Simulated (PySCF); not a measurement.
C₃H₇, SMILES C[CH]C (connectivity only; charge and spin as stated), charge +1, multiplicity 1.

Coordinates come from a PBE0-D3(BJ)/def2-TZVP optimisation. The multiplicity is an assumed one; other spin states were not compared. The isomer is the one that the SMILES or the coordinates give; other isomers of the formula were not compared.

Computed with PySCF 2.14.0 with PBE0-D3(BJ)/def2-TZVP.

Harmonic, unscaled wavenumbers; measured fundamentals usually lie a few per cent lower.

```
mode  ν (cm⁻¹)  IR (km/mol)  moving atoms (share of kinetic energy)
----  --------  -----------  --------------------------------------
1          160          8.7                          H 84 %, C 16 %
2          180          9.0                                  H 93 %
3          421          0.3                          C 53 %, H 47 %
4          605          0.1                          H 85 %, C 15 %
5          677         75.5                          H 89 %, C 11 %
6          931          0.9                          C 54 %, H 46 %
7          966          5.5                          H 87 %, C 13 %
8         1088         65.2                          C 52 %, H 48 %
9         1202          9.2                          H 61 %, C 39 %
10        1251          7.5                          H 77 %, C 23 %
11        1282        219.3                          H 78 %, C 22 %
12        1301         13.3                          H 72 %, C 28 %
13        1349          8.1                          H 87 %, C 13 %
14        1355         12.9                           H 91 %, C 9 %
15        1435         33.5                          H 86 %, C 14 %
16        1478         16.3                          H 84 %, C 16 %
17        1554         65.2                          C 55 %, H 45 %
18        2876        241.9                                  H 94 %
19        2890          6.5                                  H 94 %
20        3077         50.7                                  H 94 %
21        3078          0.0                                  H 95 %
22        3141          0.9                           H 91 %, C 9 %
23        3187          8.7                          H 90 %, C 10 %
24        3190         13.6                          H 90 %, C 10 %
```
